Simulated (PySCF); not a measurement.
Isomers of H3OP. The calculation used PySCF, PBE0-D3(BJ)/def2-SVP geometry optimisation, gas phase. One conformer each; no zero-point energy, no entropy. No frequencies were run at this level. Point groups hold within 0.08 Å.

Question: Rank from lowest to highest electronic energy at this level (kcal/mol).
A. PH3O, `O=[PH3]`
B. `[OH:1][PH2:2]` with H–O1–P2–H -133° and 134°

Answer: B (0.0), A (8.2).

As drawn, the lower has an O–H bond, which the higher lacks; the higher has a P=O bond, which the lower lacks.

| SMILES | E (Eh) | E rel (kcal/mol) | dipole (D) | point group | A, B, C (MHz) |
| --- | --- | --- | --- | --- | --- |
| OP | -417.99065 | 0.0 | 0.77 | Cs | 110097, 14416, 14285 |
| O=[PH3] | -417.97762 | 8.2 | 3.60 | C3v | 104565, 17023, 17023 |

Q: How do the relative energies change in single points at PBE0/pcSseg-1 (no added dispersion term) on the same geometries?

A: 
```tsv
SMILES	PBE0-D3(BJ)/def2-SVP (kcal/mol)	PBE0/pcSseg-1 (kcal/mol)	shift
OP	0.0	0.0	0.0
O=[PH3]	8.2	6.0	-2.2
```

Each column counts from its own lowest isomer. The order is unchanged; the largest shift is 2.2 kcal/mol.
